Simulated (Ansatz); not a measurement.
Cartesian coordinates in Å:
```
N 0.700 0.208 -2.062
C 0.147 0.395 -0.868
N 0.231 -0.494 0.059
C -0.449 -0.266 1.227
S -1.699 0.770 1.491
S 0.213 -1.318 2.456
H 0.664 0.921 -2.767
H 1.180 -0.655 -2.257
H -0.379 1.342 -0.714
H -0.607 -0.904 3.435
```

The species carries charge 0 and has multiplicity 1.

(1) List the PBE/def2-TZVPP orbital energies in eV (Ansatz 0.2.0). (Estimate.)

Answers

(1) Ansatz gave: Occupied: -2396.12, -2394.59, -382.20, -380.59, -271.60, -271.51, -209.06, -207.55, -155.23, -155.10, -154.99, -153.70, -153.61, -153.46, -24.92, -23.09, -19.79, -17.47, -16.59, -15.11, -13.75, -12.05, -10.91, -10.50, -10.13, -8.79, -8.72, -6.62, -6.37, -5.61, -4.97. Lowest empty: -2.64, -0.58, -0.27, -0.21, 0.76, 1.12, 2.15, 2.60.
